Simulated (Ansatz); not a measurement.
System: triplet methylene, CH$_{2}$ (charge 0, triplet). 
Structure (B3LYP-D3(BJ)/def2-TZVP (Ansatz, a quantum-chemistry and plane-wave program) minimum search):
```
C
H 1 1.0782
H 1 1.0782 2 135.03
```
Charge 0, spin multiplicity 3.

Basis-set convergence of Hartree-Fock and CCSD correlation energies (hartree) with Ansatz. Valence correlation only, unless marked. Open shells are spin-unrestricted. No spin-orbit coupling. Non-relativistic.

```
basis       functions      E(HF)  E(corr, CCSD)
----------  ---------  ---------  -------------
def2-SVP           24  -38.89437       -0.11139
def2-TZVPP         59  -38.93879       -0.13635
def2-QZVPP        117  -38.94055       -0.14309
```

Extrapolating the two largest sets (X = 3 and 4) as X^-3: E(corr) = (64·(-0.14309) - 27·(-0.13635))/37 = -0.1480 Eh, an estimate of the basis-set limit. The largest set recovers 96.7 % of it, the smallest 75.3 %.
